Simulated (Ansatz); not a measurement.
Two isomers of C4H7NO: A = `COCCC#N`, B = `C=COC(=C)N`.

Isolated molecules relaxed with PBE0-D4/def2-TZVP in Ansatz; ΔE leaves out vibrations. CBS: MP2 limit from def2 TZ/QZ plus the TZ coupled-cluster correction, frozen cores. Functionals use def2-TZVPP. B3LYP here is the variant with VWN-RPA as its local correlation; programs differ in this. Each species was taken in one conformer, which may not be the lowest.

Which is lower in electronic energy at CCSD(T)/CBS, and by how much? (Estimate.)

Computed: A, by 12.8 kcal/mol.

Give E(B) − E(A) in kcal/mol with B3LYP, ωB97M-V, r2SCAN-D4, CCSD/def2-TZVPP, HF/def2-TZVPP, PBE-D4, B2PLYP. (Estimate.)

The calculation gave: B3LYP 9.3, ωB97M-V 10.9, r2SCAN-D4 7.2, CCSD/def2-TZVPP 15.8, HF/def2-TZVPP 16.5, PBE-D4 6.4, B2PLYP 12.8. None reverses the order clearly.

Largest T1 diagnostic: 0.013.

From PBE to PBE0 (25 % exact exchange), in def2-TZVPP and without D4, E(B) − E(A) moves by +1.4 kcal/mol.
